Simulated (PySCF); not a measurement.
# HS, SMILES `[SH]` (charge 0, multiplicity 2)

Computed with TPSSh-D3(BJ)/def2-TZVP // PBE-D3(BJ)/def2-SVP in PySCF 2.14.0.

| Quantity | Value |
|---|---|
| highest occupied spin orbital | -6.75 eV |
| dipole moment | 0.88 D |
| total energy | -398.7716 Ha |
| cost | around 13 core-seconds (rough) |

```xyz
2

S      0.6831     0.0000     0.0000
H     -0.6831     0.0000     0.0000
```
Charge 0, spin multiplicity 2.
